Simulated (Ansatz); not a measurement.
Ansatz (an electronic-structure program) input (B3LYP/6-31G*):

Ansatz 0.2 input:
```yaml
crystal:
  periodic: [false, false, false]
  atoms:
    - {symbol: C, position_ang: [-0.14705728, -0.01302798, 0.65292698]}
    - {symbol: F, position_ang: [0.01653730, 1.14223575, -0.25159314]}
    - {symbol: F, position_ang: [-0.01718667, -1.12927050, -0.30451251]}
    - {symbol: H, position_ang: [0.88818797, -0.03851944, 1.08738899]}
basis:
  gaussian:
    orbitals: 6-31G*
hamiltonian:
  xc: {name: B3LYP}
total_charge: -1
relax: {f_tol: 0.003, max_steps: 120}
```

Predict the final energy.

-238.29074 Eh.
